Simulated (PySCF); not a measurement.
Consider `N[SiH2]` (H4NSi•, doublet). Coordinates in Å; atoms count from 1 in this order:
```
N    -0.8460   -0.0801   -0.1344
Si    0.7849    0.1177    0.4412
H    -1.4675    0.7166   -0.2188
H    -1.3653   -0.9334    0.0395
H     1.5434   -1.1250    0.0792
H     1.3553    1.3147   -0.2600
```

Computed at PBE0-D3(BJ)/ma-def2-TZVP // PBE0-D3(BJ)/ma-def2-SVP with PySCF (density fitting, grid level 2). The prefix ma- adds one diffuse s and one diffuse p function on all atoms but H. Thermal corrections: PBE0-D3(BJ)/ma-def2-SVP frequencies, unscaled, ideal gas at 298.15 K and 1 bar, quasi-RRHO entropy.

(1) What are the vertical and the adiabatic ionisation energy for forming the singlet cation?

(2) What are the vertical and the adiabatic electron affinity for forming the singlet anion?

Results:

(1) 7.69 eV vertical and 6.79 eV adiabatic, the latter with zero-point energy.

(2) 0.15 eV vertical and 0.84 eV adiabatic, the latter with zero-point energy.

---

Consider hydrogen cyanide, `C#N` (CHN). Non-hydrogen atoms are numbered in `[CH:1]#[N:2]`.

These are calculated values, CAM-B3LYP-D3(BJ)/ma-def2-TZVP in PySCF (grid level 2) at geometries from PBE0-D3(BJ)/ma-def2-SVP. Zero-point and thermal terms (298.15 K, 1 bar) come from unscaled PBE0-D3(BJ)/ma-def2-SVP harmonic frequencies, with soft modes damped to free rotors in the entropy.

(1) What are the vertical and the adiabatic ionisation energy for forming the radical cation?

(2) Where does the unpaired spin of the relaxed radical cation sit?

(3) How far is −ε(HOMO) from the vertical value by ΔSCF?

Answers

(1) 13.67 eV vertical and 13.49 eV adiabatic, the latter with zero-point energy.

(2) N2 (nitrile nitrogen) 0.60, C1 (nitrile carbon) 0.41 (intrinsic atomic orbital populations).

(3) −ε(HOMO) = 11.87 eV, which is 1.79 eV below the ΔSCF value.

Differences come from unrounded values, so a last digit can differ from that of the printed terms.

---

Consider iminomethyl cation, `C#[NH+]` ([CH2N]+). Atom numbers as in the mapped SMILES `[CH:1]#[NH+:2]`.

Energies: M06-2X/ma-def2-TZVP (PySCF, density fitting, integration grid level 3) on PBE0-D3(BJ)/def2-SVP structures. The prefix ma- adds one diffuse s and one diffuse p function on all atoms but H. Thermal corrections: PBE0-D3(BJ)/def2-SVP frequencies, unscaled, ideal gas at 298.15 K and 1 bar, quasi-RRHO entropy.

Problem. What are the vertical and the adiabatic recombination energy for forming the radical?

Solution. 5.20 eV vertical and 7.05 eV adiabatic, the latter with zero-point energy.

Problem. Where does the unpaired spin of the relaxed radical sit?

Solution. C1 (nitrile carbon) 0.73, N2 (nitrogen) 0.20 (intrinsic atomic orbital populations).
